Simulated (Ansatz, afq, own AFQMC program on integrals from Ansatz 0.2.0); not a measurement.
CH3, doublet: energetics from AFQMC and coupled cluster

```xyz
4

C     0.0000    0.0000    0.0000
H     1.0799    0.0140   -0.0003
H    -0.5521    0.9282   -0.0027
H    -0.5278   -0.9423    0.0031
```

Geometry: a PBE0/def2-TZVP stationary point, not shown to be a minimum. Basis cc-pVDZ. Only valence electrons are correlated. Ansatz 0.2.0 and our own AFQMC program on the same integrals; the CISD trial comes from CCSD amplitudes, and released means the phaseless constraint is let go. Uncertainties: one standard error, sampling alone.

Best estimates are CCSD(T) at the basis-set limit (def2-TZVPP/QZVPP) plus the step from CCSD(T) to the highest rung at hand in cc-pVDZ, named in the table (released AFQMC can keep some 10 meV of bias). No zero-point, core-correlation or spin–orbit terms. Other levels are in cc-pVDZ, the functionals in def2-TZVP; a dash marks a level that is missing or breaks spin symmetry for a member.

Cautions: CH₃⁺ (singlet): full CI with its own frozen core; CH₃⁺ (triplet): another spin lies lower, the search met a lower determinant of the same kind, perhaps of another symmetry (14 meV lower), and this one is a saddle point, the ph-AFQMC/CISD walk drifts between its halves (2.9 errors); row 2: this isn't the first ionization.

```json
{"process": "to charge +1, singlet (vertical)", "wB97M-V (kJ/mol)": "936"}
{"process": "to charge +1, triplet (vertical)", "wB97M-V (kJ/mol)": "1433"}
{"process": "to free atoms", "wB97M-V (kJ/mol)": "1283"}
```

From these values, estimate the best estimates.


```
                         process  best estimate (kJ/mol)  highest rung
to charge +1, singlet (vertical)                     945      CCSDT(Q)
to charge +1, triplet (vertical)                    1449      CCSDT(Q)
                   to free atoms                    1286      CCSDT(Q)
```

Errors against the best estimates in kJ/mol, in the same order:

| level | error, 1 | error, 2 | error, 3 |
| --- | --- | --- | --- |
| MP2 | -27 | -29 | -93 |
| CCSD(T) | -27 | -27 | -84 |
| ph-AFQMC/CISD | -25 ± 0.6 | -26 ± 0.7 | -83 ± 0.6 |
| CCSD(T)/CBS | 0 | 0 | 0 |
| PBE | 21 | -28 | 9 |
| r2SCAN | 32 | -22 | 14 |
| PBE0 | 16 | -20 | 2 |
| B3LYP | 11 | -9 | 8 |
| wB97M-V | -9 | -15 | -3 |
| B2PLYP | -4 | -14 | -11 |

Cost at the first geometry: PBE0/cc-pVDZ, 0.42 s on 1 thread of Arm Neoverse V1, on a shared host; UCCSD(T)/cc-pVDZ, 0.36 s on 1 thread of Arm Neoverse V1 (shared host); CCSDT(Q), 3.5 s on 1 thread of Arm Neoverse V1, with other jobs on the host; ph-AFQMC/CISD with release, 120 s on 1 thread of Arm Neoverse V1, with other jobs on the host.

Best estimates are given only where the step beyond CCSD(T) is under 0.3 eV and no member's determinant is very poor (T1 over 0.05, or 0.07 for open shells, ⟨S²⟩ too high by 0.3, two states mixed), so the hardest cases are missing from such tables.

The functionals ran in a triple-zeta set and keep a basis error of their own, a few kJ/mol for each bond in atomization energies and more for double hybrids, so close places among them and the extrapolated levels can swap.

CCSDT and higher add their correlation energy to the determinant of the CCSD(T) run, since their own runs factorise the integrals more tightly (a shift of under 2 meV). Where the cautions show a poor determinant, the low rows tell how each method copes with it, not its usual error. Each member of a difference takes its own highest rung, so a best estimate needn't equal the limit plus the step of one row. A walk keeps the symmetry of its determinant, which the program's search chose and which needn't be the lowest solution, so a lower state of the same spin and another symmetry isn't excluded.
